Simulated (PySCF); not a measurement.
Where the electron goes

Difluorosilane, F₂H₂Si.
Atom-mapped SMILES: `[F:1][SiH2:2][F:3]` (hydrogens: H4, H5 on Si2)

Structure used (PBE0-D3(BJ)/def2-TZVP), in Å, numbered top down from 1:
```xyz
5
F2H2Si angstrom
F     -1.127   -0.972    0.014
Si     0.148   -0.031    0.077
F      1.437   -0.940   -0.086
H      0.190    0.608    1.405
H      0.091    0.908   -1.058
```

Method used: PySCF 2.14.0, density-fitted response routines, TDDFT CAM-B3LYP/aug-cc-pVTZ, vertical, gas phase, core orbitals frozen in the response. Isolated species at its PBE0-D3(BJ)/def2-TZVP geometry, gas phase.

Frontier orbitals with the atoms that hold most of them (Löwdin shares over 4%, at most four atoms; ? is withheld):

```tsv
orbital	ε (eV)	atoms
LUMO+2	0.59	Si2 75%, H5 8%, H4 8%, F1 5%
LUMO+1	0.47	Si2 74%, H5 8%, H4 8%, F3 6%
LUMO	0.39	H5 44%, H4 44%, Si2 8%
HOMO	?	?
HOMO-1	-13.45	?
HOMO-2	-13.87	F3 45%, F1 45%, Si2 9%
HOMO-3	-14.22	F3 45%, F1 45%, Si2 9%
```

Problem. Give the leading atoms of the HOMO.

Solution. Si2 (bonded to 2 F and 2 H) 33%; H4 (bonded to Si) 24%; H5 (bonded to Si) 24%; F1 (bonded to Si) 9%. By element: hydrogen 48%, silicon 33%, fluorine 9% or more.

Problem. Give the leading atoms of the HOMO-1.

Solution. F1 (bonded to Si) 24%; F3 (bonded to Si) 24%; Si2 (bonded to 2 F and 2 H) 22%; H5 (bonded to Si) 15%. By element: fluorine 48%, silicon 22%, hydrogen 15% or more.

Problem. What is the HOMO energy, and the HOMO–LUMO gap?

Solution. ε(HOMO) = -11.39 eV; the gap is 11.78 eV (0.4330 hartree).

Problem. The HOMO–LUMO gap is 11.78 eV. Where does the response calculation put the lowest singlet, and from which orbitals?

Solution. S1 is at 8.34 eV (f = 0.0000), 3.44 eV below the gap, made of HOMO→LUMO+1 (84%), HOMO→LUMO+6 (14%). Its leading pair isn't HOMO and LUMO; the energies of that pair differ by 11.86 eV. Without the coupling terms of the response equations the lowest excitation would equal the gap.

Problem. One configuration dominates each of S1 and S3. Which, and how do the shares of the two leading atoms of either orbital change from the occupied to the empty one?

Solution. 
- S1 (8.34 eV, f 0.0000), HOMO→LUMO+1 (84%): Si2 33% → 74%, H4 24% → 8%, H5 24% → 8%
- S3 (9.13 eV, f 0.122), HOMO→LUMO (71%): Si2 33% → 8%, H4 24% → 44%, H5 24% → 44%

Löwdin shares depend on the basis, the more so with diffuse functions.
